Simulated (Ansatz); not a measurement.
**Which method gave which barrier?**

Saddle point of Si3H9, doublet (Si₂H₆ ([SiH3][SiH3]) + SiH₃ → Si₂H₅ ([SiH2][SiH3]) + SiH₄; bonds formed: H1–Si4; bonds broken: H1–Si2), PBE0-D4/def2-TZVP structure:

H1  (-0.423, 0.176, -0.815)
Si2  (0.792, 0.967, 0.072)
Si3  (1.280, -0.200, 2.030)
Si4  (-1.747, -0.580, -1.852)
H5  (0.271, 2.336, 0.346)
H6  (1.970, 1.070, -0.833)
H7  (2.303, 0.480, 2.871)
H8  (0.035, -0.349, 2.830)
H9  (1.782, -1.555, 1.676)
H10  (-2.917, 0.336, -1.880)
H11  (-2.117, -1.874, -1.218)
H12  (-1.229, -0.806, -3.227)
(Å)

Program: Ansatz 0.2.0. Basis: def2-TZVPP, with def2-QZVPP for the basis limit. Cores are frozen in the correlated methods; orbitals are unrestricted. B3LYP uses VWN-RPA correlation. Extrapolation: Hartree–Fock as exp(−7.88 √X), correlation as X^−2.97. Four methods, as single points on the PBE0-D4 structures, gave these electronic barriers from the start structure: 16.4, 24.2, 43.2, 67.9 kJ/mol.

Question: The methods were, in alphabetical order, B3LYP-D4, BLYP-D4, HF, MP2. Which gave which? (Judge from chemistry; the calculation decides.)

Answer: By the calculation: BLYP-D4 16.4; B3LYP-D4 24.2; MP2 43.2; HF 67.9 kJ/mol. For comparison, CCSD(T) at an estimated basis limit (MP2 extrapolated from triple and quadruple zeta, plus CCSD(T) − MP2 in triple zeta) gives 37.1 kJ/mol.

No T1 diagnostic of these runs exceeds 0.016. ⟨S²⟩ of the unrestricted Hartree–Fock references: 0.75 to 0.78 (a pure state has 0.75). The end structure is not quite a true minimum (one mode of 39i cm⁻¹).

Radical steps of this kind take place in plasma deposition and etching.

Labels in which every atom is bracketed show which atoms are joined, not bond orders.

For scale, one of the runs: CCSD(T)/def2-TZVPP, 252 basis functions, launched by `ansatz run in.yaml --threads 8 --pin off --events-out ev --progress --plain --max-ram 19148MiB`. The run took 2.7 min on 8 CPU threads of an Arm Neoverse V1 (shared host), with 13 GiB of host memory at its peak.
